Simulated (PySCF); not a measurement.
## Isomerisation enthalpies of C3H7Cl

**Measured values to compare with.**

From CRC Handbook of Chemistry and Physics, for the gas at 298.15 K: enthalpy of formation of `CC(C)Cl` -144.9 kJ/mol; enthalpy of formation of `CCCCl` -131.9 kJ/mol.

How close the calculation comes is told at the end.

Differences of these values give the isomerisation enthalpies. Geometries: PBE0-D3(BJ)/def2-TZVP; runs in PySCF, gas phase, with a dispersion term only where the level names one. Total electronic energies (Eh):

| SMILES | PBE0-D3(BJ)/def2-TZVP | B97-2/pcSseg-2 | KT3/pcSseg-2 | PBE0/pcSseg-2 | CAM-B3LYP/aug-cc-pVTZ | PBE0/aug-cc-pVTZ |
| --- | --- | --- | --- | --- | --- | --- |
| CC(C)Cl | -578.50603 | -578.80421 | -583.82805 | -578.51034 | -578.74866 | -578.50650 |
| CCCCl | -578.50195 | -578.80105 | -583.82459 | -578.50669 | -578.74487 | -578.50281 |

Geometry of `CC(C)Cl` (Å):
```
atom  x, y, z in Å
C1    -1.1678    0.1532   -0.5223
C2     0.2021    0.5226   -0.0050
C3     0.9188   -0.6272    0.6628
Cl4    1.2078    1.1352   -1.3719
H5    -1.6498    1.0019   -1.0078
H6    -1.7973   -0.1743    0.3103
H7    -1.0981   -0.6642   -1.2430
H8     0.1322    1.3712    0.6773
H9     0.3368   -0.9712    1.5225
H10    1.9077   -0.3281    1.0112
H11    1.0347   -1.4619   -0.0315
```

Geometry of `CCCCl` (Å):
```
atom  x, y, z in Å
C1    -1.2099   -0.0606    0.5626
C2    -0.0597   -0.4874   -0.3357
C3     1.1124    0.4570   -0.2078
Cl4    2.4733   -0.0284   -1.2555
H5    -0.9074   -0.0382    1.6130
H6    -2.0497   -0.7522    0.4747
H7    -1.5720    0.9367    0.2996
H8     0.2679   -1.4987   -0.0798
H9    -0.3825   -0.5158   -1.3799
H10    1.4972    0.4804    0.8123
H11    0.8414    1.4721   -0.5002
```

Zero-point and thermal terms are left out, so the computed numbers are electronic energies.

**Comparison with experiment**

Relative to `CC(C)Cl`, the lowest by measurement, in kJ/mol (measured: enthalpies at 298.15 K; computed: electronic energies):

```csv
SMILES,measured,PBE0-D3(BJ)/def2-TZVP,B97-2/pcSseg-2,KT3/pcSseg-2,PBE0/pcSseg-2,CAM-B3LYP/aug-cc-pVTZ,PBE0/aug-cc-pVTZ
CC(C)Cl,0.0,0.0,0.0,0.0,0.0,0.0,0.0
CCCCl,13.0,10.7,8.3,9.1,9.6,10.0,9.7
```

Measured values: -144.9 kJ/mol (298.15 K; CRC Handbook of Chemistry and Physics) for the first row; the others come from the same table. Unsigned miss: PBE0-D3(BJ)/def2-TZVP 2.3, CAM-B3LYP/aug-cc-pVTZ 3.0, PBE0/aug-cc-pVTZ 3.3, PBE0/pcSseg-2 3.4, KT3/pcSseg-2 3.9, B97-2/pcSseg-2 4.7 kJ/mol. One conformer stands for `CCCCl`, not necessarily the lowest, while the measurement averages over conformers. Where a level misses, the cause wasn't examined.
